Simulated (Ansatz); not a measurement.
Ideal-gas functions of C3H2OS (`C#CC(=O)S`) at 298.15 K and 1 bar, from an Ansatz frequency run at PBE0-D4/def2-TZVP.

Molar mass 86.12 g/mol, point group Cs (symmetry number 1), electronic degeneracy 1, moments of inertia 71.337, 159.316, 230.654 u Å². Harmonic wavenumbers (cm⁻¹, unscaled): 152, 236, 385, 391, 499, 678, 678, 702, 741, 882, 1079, 1776, 2227, 2705, 3474.

Use S(trans) = R[1.5 ln M + 2.5 ln T − 1.1517]; rotational temperatures θ = 24.2544 K / I; S(rot) = R[ln(√π/σ · √(T³/θAθBθC)) + 1.5]; for each mode x = 1.438777 ν̃/T, S = R[x/(eˣ − 1) − ln(1 − e⁻ˣ)] and H = RT x/(eˣ − 1); 1 cm⁻¹ = 0.0119627 kJ/mol; R = 8.31446 J/(mol·K).

Problem. By hand: the entropy, in J/(mol·K).

Solution. Translation 164.4. Rotation: θ = 0.34, 0.1522, 0.1052 K, giving 110.0. Vibration, mode by mode: 11.08, 7.67, 4.27, 4.17, 2.76, 1.39, 1.39, 1.27, 1.09, 0.63, 0.28, 0.02, 0.00, 0.00, 0.00, in all 36.0. Electronic 0.0. Sum 310.4 J/(mol·K).

Problem. By hand: H − E and G − E in kJ/mol, counted from the electronic energy.

Solution. Zero-point energy ½ × 16605 × 0.0119627 = 99.3; thermal vibration 6.7; translation, rotation and pV give 4 RT = 9.9. H − E = 115.9 kJ/mol, and G − E = 115.9 − 298.15 × 310.4/1000 = 23.4 kJ/mol.

Vibration gives 12 % of the entropy. The sum counts one conformer and one mirror image; others add a mixing term.
